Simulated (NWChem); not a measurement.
# One shape, several levels: C2H5F (SMILES CCF)

Aim: a comparison of 3 runs (PBE/aug-cc-pVDZ, SVWN5/aug-cc-pVDZ, CCSD(T)/aug-cc-pVDZ) of C2H5F. 

Program for the calculation: NWChem 7.3.0.

## 1. The system as given

The species is C2H5F (8 atoms), meant as a singlet with charge 0. SMILES: `CCF`. The C1–H5 distance was set to 1.637 Å, away from the relaxed value. At this shape a bond of the SMILES string is far longer than usual.

Bond lengths: C1–C2 1.504 Å, C2–F3 1.386 Å, C1–H4 1.093 Å, C1–H6 1.091 Å, C2–H7 1.094 Å, C2–H8 1.094 Å. Angles: C1–C2–F3 110.1°, C1–C2–H7 111.6°, C1–C2–H8 111.6°, F3–C2–H7 107.4°, F3–C2–H8 107.4°, C2–C1–H4 109.9°, C2–C1–H6 110.8°, H7–C2–H8 108.6°, H4–C1–H6 108.4°. A long bond or contact: C1–H5 1.637 Å.

## 2. The energy at PBE/aug-cc-pVDZ (run 1)

run.py reads:

```python
from ase import Atoms
from ase.calculators.nwchem import NWChem

molecule = Atoms('CCFHHHHH', positions=[
    [-0.656833, 0.351117, 0.183265],
    [0.153267, -0.814883, 0.678365],
    [1.438167, -0.402183, 0.994365],
    [-1.669033, 0.021617, -0.064735],
    [0.018600, 0.998500, -1.160400],
    [-0.725433, 1.127217, 0.947665],
    [0.238867, -1.597283, -0.081935],
    [-0.281433, -1.251783, 1.582665],
])

calc = NWChem(
    label='struct',
    theory='dft',
    memory='2200 mb',
    basis='aug-cc-pVDZ',
    basispar='spherical bse',
    dft={'xc': 'xpbe96 cpbe96', 'mult': '1', 'grid': 'fine', 'convergence': 'energy 1e-08', 'iterations': '100', 'mulliken': None},
    task='energy',
)
molecule.calc = calc

print("Total energy (eV):", round(molecule.get_potential_energy(), 6))
print("dipole (e A):", molecule.get_dipole_moment().round(4))
```

On the command line:

```
$ export ASE_NWCHEM_COMMAND="nwchem PREFIX.nwi > PREFIX.nwo"
$ python run.py
```

Log:

```text
Total energy (eV): -4865.45011
dipole (e A): [-0.3845 -0.133  -0.0023]
```

The calculator wrote struct.nwi:

```
title "struct"

permanent_dir struct

scratch_dir struct

start struct

geometry units angstrom nocenter noautosym noautoz
  C  -6.5683300000000000e-01 3.5111700000000001e-01 1.8326500000000001e-01
  C  1.5326699999999999e-01 -8.1488300000000002e-01 6.7836500000000000e-01
  F  1.4381670000000000e+00 -4.0218300000000001e-01 9.9436500000000005e-01
  H  -1.6690330000000000e+00 2.1617000000000001e-02 -6.4735000000000001e-02
  H  1.8599999999999998e-02 9.9850000000000005e-01 -1.1604000000000001e+00
  H  -7.2543299999999999e-01 1.1272169999999999e+00 9.4766499999999998e-01
  H  2.3886700000000000e-01 -1.5972830000000000e+00 -8.1934999999999994e-02
  H  -2.8143299999999999e-01 -1.2517830000000001e+00 1.5826650000000000e+00
end

memory 2200 mb

basis spherical bse noprint
   * library aug-cc-pVDZ
end

dft
  xc xpbe96 cpbe96
  mult 1
  grid fine
  convergence energy 1e-08
  iterations 100
  mulliken
end

task dft energy
```

struct.nwo:

```text
Northwest Computational Chemistry Package (NWChem) 7.3.0
             --------------------------------------------------------

           Job information
           ---------------

    nwchem branch   = 7.3.0
    use scalapack   = T
    input           = struct.nwi
    prefix          = struct.
    data base       = struct/struct.db
    status          = startup
    nproc           =        1

           Memory information
           ------------------

    heap     =     72089594 doubles =      550.0 Mbytes
    stack    =     72089599 doubles =      550.0 Mbytes
    global   =    144179200 doubles =     1100.0 Mbytes (distinct from heap & stack)
    total    =    288358393 doubles =     2200.0 Mbytes
    verify   = yes
    hardfail = no

[... 103 lines left out ...]
  convergence criterion.
[... 18 lines left out ...]
          Convergence on density requested:  1.00D-05
[... 22 lines left out ...]
          Convergence Information
[... 58 lines left out ...]
   convergence    iter        energy       DeltaE   RMS-Dens  Diis-err    time
[... 16 lines left out ...]
           Coulomb energy =      165.031870829082
[... 7 lines left out ...]
                       DFT Final Molecular Orbital Analysis
[... 828 lines left out ...]
 center of mass
 --------------
 x =   0.74124520 y =  -0.54732685 z =   1.19839883

 moments of inertia (a.u.)
 ------------------
          89.690949385477          38.098963283575         -49.810378780954
          38.098963283575         182.220551235162          23.544298099186
         -49.810378780954          23.544298099186         199.143174240307

     Multipole analysis of the density
     ---------------------------------

     L   x y z        total         alpha         beta         nuclear
     -   - - -        -----         -----         ----         -------
     0   0 0 0     -0.000000    -13.000000    -13.000000     26.000000

     1   1 0 0     -0.726680     -7.453285     -7.453285     14.179890
[... 8 lines of this table left out ...]
     2   0 0 2    -14.534798    -36.946115    -36.946115     59.357432

 Task  times  cpu:       24.3s     wall:       24.3s
 Total times  cpu:       24.3s     wall:       24.3s
```

Wall time 25 s (1 thread of AMD EPYC 9R45 (Zen 5), shared host); peak memory 0.12 GiB.

## 3. The energy at SVWN5/aug-cc-pVDZ (run 2)

c2h5f.xyz reads:

```xyz
8
C2H5F SVWN5
C     -0.656833     0.351117     0.183265
C      0.153267    -0.814883     0.678365
F      1.438167    -0.402183     0.994365
H     -1.669033     0.021617    -0.064735
H      0.018600     0.998500    -1.160400
H     -0.725433     1.127217     0.947665
H      0.238867    -1.597283    -0.081935
H     -0.281433    -1.251783     1.582665
```

run.py reads:

```python
from ase.io import read
from ase.calculators.nwchem import NWChem

atoms = read('c2h5f.xyz')

calc = NWChem(
    label='c2h5f',
    theory='dft',
    memory='2200 mb',
    basis='aug-cc-pVDZ',
    basispar='spherical bse',
    dft={'xc': 'slater vwn_5', 'mult': '1', 'grid': 'fine', 'convergence': 'energy 1e-08', 'iterations': '100', 'mulliken': None},
    task='energy',
)
atoms.calc = calc

print("Total energy (eV):", round(atoms.get_potential_energy(), 6))
print("dipole (e A):", atoms.get_dipole_moment().round(4))
```

On the command line:

```
$ export ASE_NWCHEM_COMMAND="nwchem PREFIX.nwi > PREFIX.nwo"
$ python run.py
```

Log:

```text
Total energy (eV): -4833.041758
dipole (e A): [-0.3884 -0.1248 -0.0225]
```

The calculator wrote c2h5f.nwi:

```
title "c2h5f"

permanent_dir c2h5f

scratch_dir c2h5f

start c2h5f

geometry units angstrom nocenter noautosym noautoz
  C  -6.5683300000000000e-01 3.5111700000000001e-01 1.8326500000000001e-01
  C  1.5326699999999999e-01 -8.1488300000000002e-01 6.7836500000000000e-01
  F  1.4381670000000000e+00 -4.0218300000000001e-01 9.9436500000000005e-01
  H  -1.6690330000000000e+00 2.1617000000000001e-02 -6.4735000000000001e-02
  H  1.8599999999999998e-02 9.9850000000000005e-01 -1.1604000000000001e+00
  H  -7.2543299999999999e-01 1.1272169999999999e+00 9.4766499999999998e-01
  H  2.3886700000000000e-01 -1.5972830000000000e+00 -8.1934999999999994e-02
  H  -2.8143299999999999e-01 -1.2517830000000001e+00 1.5826650000000000e+00
end

memory 2200 mb

basis spherical bse noprint
   * library aug-cc-pVDZ
end

dft
  xc slater vwn_5
  mult 1
  grid fine
  convergence energy 1e-08
  iterations 100
  mulliken
end

task dft energy
```

c2h5f.nwo:

```text
Northwest Computational Chemistry Package (NWChem) 7.3.0
             --------------------------------------------------------

           Job information
           ---------------

    nwchem branch   = 7.3.0
    use scalapack   = T
    input           = c2h5f.nwi
    prefix          = c2h5f.
    data base       = c2h5f/c2h5f.db
    status          = startup
    nproc           =        1

           Memory information
           ------------------

    heap     =     72089600 doubles =      550.0 Mbytes
    stack    =     72089597 doubles =      550.0 Mbytes
    global   =    144179200 doubles =     1100.0 Mbytes (distinct from heap & stack)
    total    =    288358397 doubles =     2200.0 Mbytes
    verify   = yes
    hardfail = no

[... 101 lines left out ...]
  convergence criterion.
[... 18 lines left out ...]
          Convergence on density requested:  1.00D-05
[... 21 lines left out ...]
          Convergence Information
[... 58 lines left out ...]
   convergence    iter        energy       DeltaE   RMS-Dens  Diis-err    time
[... 16 lines left out ...]
           Coulomb energy =      164.946824841266
[... 7 lines left out ...]
                       DFT Final Molecular Orbital Analysis
[... 826 lines left out ...]
 center of mass
 --------------
 x =   0.74124520 y =  -0.54732685 z =   1.19839883

 moments of inertia (a.u.)
 ------------------
          89.690949385477          38.098963283575         -49.810378780954
          38.098963283575         182.220551235162          23.544298099186
         -49.810378780954          23.544298099186         199.143174240307

     Multipole analysis of the density
     ---------------------------------

     L   x y z        total         alpha         beta         nuclear
     -   - - -        -----         -----         ----         -------
     0   0 0 0     -0.000000    -13.000000    -13.000000     26.000000

     1   1 0 0     -0.734049     -7.456970     -7.456970     14.179890
[... 8 lines of this table left out ...]
     2   0 0 2    -14.525150    -36.941291    -36.941291     59.357432

 Task  times  cpu:       17.6s     wall:       17.6s
 Total times  cpu:       17.6s     wall:       17.6s
```

Wall time 19 s (1 thread of AMD EPYC 9R45 (Zen 5), shared host); peak memory 0.12 GiB.

## 4. A single-point energy at CCSD(T)/aug-cc-pVDZ (run 3)

job.nw reads:

```
start job
title "C2H5F"
memory 2200 mb

geometry units angstrom noautosym nocenter noautoz
 C     -0.656833     0.351117     0.183265
 C      0.153267    -0.814883     0.678365
 F      1.438167    -0.402183     0.994365
 H     -1.669033     0.021617    -0.064735
 H      0.018600     0.998500    -1.160400
 H     -0.725433     1.127217     0.947665
 H      0.238867    -1.597283    -0.081935
 H     -0.281433    -1.251783     1.582665
end

basis spherical bse
 C library aug-cc-pVDZ
 F library aug-cc-pVDZ
 H library aug-cc-pVDZ
end

scf
 thresh 1e-08
 maxiter 80
end

ccsd
 freeze core 3
 maxiter 60
end

task ccsd(t) energy
```

On the command line:

```
$ nwchem job.nw > job.out
```

Log:

```text
[...]
  functions       =   114
[...]
  wavefunction    = RHF
[...]
         Total SCF energy =   -178.020651839513
      One-electron energy =   -398.739727156319
      Two-electron energy =    142.869601749430
 Nuclear repulsion energy =     77.849473567376
        Time for solution =     24.3s
[...]
 Total MP2 energy:           -178.533518292405716
[...]
             energy      energy      error      ampl     ampl      Block
                                                time     time      time
[...]
 Total CCSD energy:           -178.571005076486500
[...]
 Total CCSD+T(CCSD) energy:           -178.588630129031969
[...]
 Total CCSD(T) energy:                -178.587394675830211
[...]
```

It took 3.7 min on 1 thread of AMD EPYC 9R45 (Zen 5), shared host; peak memory 0.39 GiB.

## 5. The series

```
run                level  integration grid  iteration cap  energy (Eh)  dipole moment (D)  HOMO energy (eV)  LUMO energy (eV)  wall time
  1      PBE/aug-cc-pVDZ              fine            100  -178.801995               1.95             -7.46             -1.52       25 s
  2    SVWN5/aug-cc-pVDZ              fine            100  -177.611010               1.96             -7.48             -1.59       19 s
  3  CCSD(T)/aug-cc-pVDZ                 –             80  -178.587395                  –            -11.66              0.91    3.7 min
```

## 6. What came out

| quantity | value |
| --- | --- |
| run 3: total energy | -178.58739 Eh |
| run 3: HOMO energy (Hartree–Fock orbitals) | -11.66 eV |
| run 3: LUMO energy (Hartree–Fock orbitals) | 0.91 eV |
| run 3: HOMO–LUMO gap (Hartree–Fock orbitals) | 12.57 eV |
| run 3: correlation energy (3 core orbitals frozen) | -566.7 mEh |
| run 3: (T) correction | -16.39 mEh |

**Reading.** Totals of different functionals can't be ranked against each other. All runs together took 4.4 min, the longest 3.7 min.
